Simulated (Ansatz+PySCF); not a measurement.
Values are calculated unless marked as measured or tabulated.
# Several solutions for singlet C2H2

```yaml
atoms:
  - { symbol: C, position_ang: [0.0000, 0.0000, -0.5163] }
  - { symbol: C, position_ang: [0.0000, 0.0000, 0.8877] }
  - { symbol: H, position_ang: [0.0000, -1.0240, -1.1142] }
  - { symbol: H, position_ang: [0.0000, 1.0240, -1.1142] }
```

Basis set: def2-SVP (spherical functions). Charge 0, multiplicity 1.

CASSCF(4,4) was run from several starts with Ansatz (development build ahead of 0.2.0) and PySCF 2.14.0. The starts are those of the Hartree–Fock orbitals from which the active space was taken at the frontier.

```
run  program                        start  converged  energy (hartree)  <S²>
  A   Ansatz      stability test followed        yes         -76.73369  0.00
  B   Ansatz  search for the lowest state        yes         -76.74093  0.00
  C   Ansatz      atomic start, no search        yes         -76.73369  0.00
  D    PySCF             program defaults        yes         -76.73369  0.00
```

(1) Which runs reached the lowest solution of this kind, and what is wrong with the others?

Answers

(1) B reached the lowest solution found. Converged but too high: A by 0.20 eV, C by 0.20 eV, D by 0.20 eV. Convergence only shows a stationary point; in CASSCF the end hangs on which orbitals enter the active space. Caution: other starts end on other solutions of this active space.
